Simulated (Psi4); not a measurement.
# PBE/aug-cc-pVDZ run of C2H2ClF (1-chloro-2-fluoroethene)

Aim: the energy change on altering one bond length of C2H2ClF (1-chloro-2-fluoroethene) at PBE/aug-cc-pVDZ, from 2 runs. 

Program for the calculation: Psi4 1.11.

10 further runs of the same task are left out: 6 that didn't finish, 4 set aside as unsound or not needed.

## (1) Starting point

C2H2ClF has 6 atoms, charge 0, and is taken as a singlet. SMILES: `F/C=C/Cl`. The coordinates come from a GFN2-xTB relaxation.

Bond lengths: F1–C2 1.338 Å, C2–C3 1.322 Å, C3–Cl4 1.709 Å, C2–H5 1.079 Å, C3–H6 1.079 Å. Angles: F1–C2–C3 120.6°, C2–C3–Cl4 121.6°, F1–C2–H5 112.9°, C3–C2–H5 126.5°, C2–C3–H6 122.8°, Cl4–C3–H6 115.6°.

## (2) Energy and gradient at PBE/aug-cc-pVDZ

calc.py

```python
import psi4

psi4.set_memory(1600000000)
psi4.set_num_threads(1)
psi4.core.set_output_file('run.log', False)

geom = psi4.geometry("""
0 1
F      1.746810    -0.161080     0.474120
C      0.616750    -0.186650    -0.242630
C     -0.530040     0.188270     0.297240
Cl    -1.988630     0.166630    -0.593510
H      0.768360    -0.532950    -1.253600
H     -0.613250     0.525780     1.318380
units angstrom
symmetry c1
no_reorient
no_com
""")

psi4.set_options({
    'reference': 'rks',
    'puream': True,
    'e_convergence': 1e-09,
    'd_convergence': 1e-08,
    'scf_type': 'pk',
    'dft_radial_points': 99,
    'dft_spherical_points': 590,
})

result = psi4.gradient('pbe/aug-cc-pVDZ')
print('gradient / Eh bohr^-1')
print(result.np.round(6))
for k, v in sorted(psi4.core.scalar_variables().items()):
    print(f'{k:45s} {v:18.10f}')
```

On the command line:

```
$ python calc.py
```

run.log:

```text
[...]
  Running in c1 symmetry.
[...]
  Nuclear repulsion =  140.911163269358354
[...]
  Multiplicity = 1
[...]
  Nalpha       = 20
  Nbeta        = 20
[...]
    Number of basis functions: 114
[...]
   @RKS iter   1:  -636.71240925643781    1.04722e-01   7.04577e-03 ADIIS/DIIS
[...]
   @RKS iter  12:  -637.06723757102202   -3.97904e-12   8.06985e-09 DIIS
[...]
    Orbital Energies [Eh]
    ---------------------
    Doubly Occupied:
       1A   -100.701939     2A    -24.316081     3A     -9.991778
       4A     -9.960327     5A     -9.200906     6A     -7.025923
       7A     -7.014247     8A     -7.013783     9A     -1.151214
      10A     -0.822179    11A     -0.693100    12A     -0.562612
      13A     -0.498301    14A     -0.462697    15A     -0.424232
      16A     -0.400502    17A     -0.344687    18A     -0.336366
      19A     -0.287850    20A     -0.228905
[...]
  @RKS Final Energy:  -637.06723757102202
   => Energetics <=
    Nuclear Repulsion Energy =            140.9111632693583545
    One-Electron Energy =               -1157.6605362566403983
    Two-Electron Energy =                 429.5586872038801403
    DFT Exchange-Correlation Energy =     -49.8765517876200803
    Empirical Dispersion Energy =           0.0000000000000000
    VV10 Nonlocal Energy =                  0.0000000000000000
    Total Energy =                       -637.0672375710220194
[...]
 Multipole Moments:
 ------------------------------------------------------------------------------------
     Multipole            Electronic (a.u.)      Nuclear  (a.u.)        Total (a.u.)
 ------------------------------------------------------------------------------------
 L = 1.  Multiply by 2.5417464519 to convert [e a0] to [Debye]
 Dipole X            :         32.9286297          -32.9002263            0.0284033
 Dipole Y            :         -2.6345205            2.6182911           -0.0162293
 Dipole Z            :         10.2261577          -10.2614963           -0.0353386
 Magnitude           :                                                    0.0481555
[...]
  -Total Gradient:
     Atom            X                  Y                   Z
    ------   -----------------  -----------------  -----------------
       1       -0.015886083081    -0.000554931333    -0.010747196649
       2       -0.005162620248     0.003151309086     0.007162708005
       3        0.006174633775    -0.002721218051    -0.005158699285
       4        0.014243716211     0.000111307213     0.008366706416
       5       -0.000283330503     0.003977662562     0.012398060134
       6        0.000911262323    -0.003967144293    -0.012032505224
[...]
```

On the terminal:

```text
gradient / Eh bohr^-1
[[-0.015886 -0.000555 -0.010747]
 [-0.005163  0.003151  0.007163]
 [ 0.006175 -0.002721 -0.005159]
 [ 0.014244  0.000111  0.008367]
 [-0.000283  0.003978  0.012398]
 [ 0.000911 -0.003967 -0.012033]]
CURRENT ENERGY                                   -637.0672375710
CURRENT REFERENCE ENERGY                         -637.0672375710
DD SOLVATION ENERGY                                 0.0000000000
DFT FUNCTIONAL TOTAL ENERGY                      -637.0672375710
DFT TOTAL ENERGY                                 -637.0672375710
DFT VV10 ENERGY                                     0.0000000000
DFT XC ENERGY                                     -49.8765517876
GRID ELECTRONS ALPHA                               20.0000000903
GRID ELECTRONS BETA                                20.0000000903
GRID ELECTRONS TOTAL                               40.0000001806
NUCLEAR REPULSION ENERGY                          140.9111632694
ONE-ELECTRON ENERGY                             -1157.6605362566
PCM POLARIZATION ENERGY                             0.0000000000
PE ENERGY                                           0.0000000000
SCF ITERATION ENERGY                             -637.0672375710
SCF ITERATIONS                                     12.0000000000
SCF TOTAL ENERGY                                 -637.0672375710
TWO-ELECTRON ENERGY                               429.5586872039
XC GRID RADIAL POINTS                              99.0000000000
XC GRID SPHERICAL POINTS                          590.0000000000
XC GRID TOTAL POINTS                           337934.0000000000
```

Wall time 30 s (1 thread of Intel Xeon 6975P-C (Granite Rapids), shared host); peak memory 0.73 GiB.

## (3) The distorted shape at the same level

calc.dat

```
memory 1.6 GB

molecule {
  F      3.497156    -0.135111     1.543043
  C      2.367096    -0.160681     0.826293
  C      1.220306     0.214239     1.366163
  Cl    -1.988630     0.166630    -0.593510
  H      2.518706    -0.506981    -0.184677
  H      1.137096     0.551749     2.387303
  symmetry c1
}

set globals {
  basis                aug-cc-pVDZ
  puream               true
  e_convergence        1e-09
  d_convergence        1e-06
  scf_type             pk
  dft_radial_points    99
  dft_spherical_points 590
  level_shift          0.3
  level_shift_cutoff   1e-09
  maxiter              150
}

energy_value, wavefunction = gradient('pbe', return_wfn=True)
oeprop(wavefunction, 'MAYER_INDICES', 'QUADRUPOLE', 'DIPOLE', title='PBE')
```

On the command line:

```
$ psi4 calc.dat calc.out -n 1
```

calc.out (excerpt; [...] marks lines left out):

```text
[...]
  Running in c1 symmetry.
[...]
  Nuclear repulsion =  105.240805115754370
[...]
  Multiplicity = 1
[...]
  Nalpha       = 20
  Nbeta        = 20
[...]
    Number of basis functions: 114
[...]
   @RKS iter   1:  -635.96958202079236    3.61635e-01   8.32395e-03 ADIIS/DIIS/SHIFT
[...]
   @RKS iter 101:  -636.89622937356387   -8.79709e-10   7.63057e-07 DIIS/SHIFT
[...]
  @RKS Final Energy:  -636.89622937356387
   => Energetics <=
    Nuclear Repulsion Energy =            105.2408051157543696
    One-Electron Energy =               -1086.1773127567048505
    Two-Electron Energy =                 393.7101274499539727
    DFT Exchange-Correlation Energy =     -49.6698491825673969
    Empirical Dispersion Energy =           0.0000000000000000
    VV10 Nonlocal Energy =                  0.0000000000000000
    Total Energy =                       -636.8962293735638696
[...]
  -Total Gradient:
     Atom            X                  Y                   Z
    ------   -----------------  -----------------  -----------------
       1       -0.012282271714    -0.002454356455    -0.014699986823
       2        0.022492884790     0.004579908516     0.027248360985
       3       -0.021217585989     0.002164538167    -0.005113465807
       4       -0.013507892546    -0.000096146967    -0.007921355469
       5       -0.001568212212     0.004428357329     0.013085303280
       6        0.026082845820    -0.008621038092    -0.012595108255
[...]
 Multipole Moments:
 ------------------------------------------------------------------------------------
     Multipole            Electronic (a.u.)      Nuclear  (a.u.)        Total (a.u.)
 ------------------------------------------------------------------------------------
 L = 1.  Multiply by 2.5417464519 to convert [e a0] to [Debye]
 Dipole X            :         -0.5103775            1.9397922            1.4294147
 Dipole Y            :         -0.0759304            0.0160903           -0.0598401
 Dipole Z            :         -0.5285346            1.1450872            0.6165526
 Magnitude           :                                                    1.5578654
 L = 2.  Multiply by 1.3450342976 to convert [e a0^2] to [Debye ang]
 Quadrupole XX       :       -792.1146518          765.8727636          -26.2418882
 Quadrupole XY       :         43.9561553          -44.2137957           -0.2576405
[...]
```

Wall time 1.8 min (1 thread of Intel Xeon 6975P-C (Granite Rapids), shared host); peak memory 0.73 GiB.

## (4) What came out

At PBE/aug-cc-pVDZ:

| quantity | value |
| --- | --- |
| first shape: total energy | -637.06724 Eh |
| first shape: dipole moment | 0.12 D |
| first shape: HOMO energy | -6.23 eV |
| first shape: LUMO energy | -1.30 eV |
| first shape: HOMO–LUMO gap | 4.93 eV |
| first shape: largest force on an atom | 0.987 eV/Å |
| distorted shape: total energy | -636.89623 Eh |
| distorted shape: dipole moment | 3.96 D |
| distorted shape: HOMO energy | -7.00 eV |
| distorted shape: largest force on an atom | 1.832 eV/Å |
| energy change with the C3–Cl4 bond stretched from 1.709 to 3.760 Å | 4.653 eV |

What this shows: One bond (distorted shape) is far stretched, which a spin-restricted single reference describes badly; a broken-symmetry solution may lie lower. With the C3–Cl4 bond stretched from 1.709 to 3.760 Å the energy rises by 4.65 eV (449 kJ/mol). The first shape isn't relaxed at this level, so the change isn't measured from a minimum. A restricted reference can't describe the breaking bond well at this length. The largest force (first shape) is 0.99 eV/Å: the shape isn't a stationary point for this species at this level.
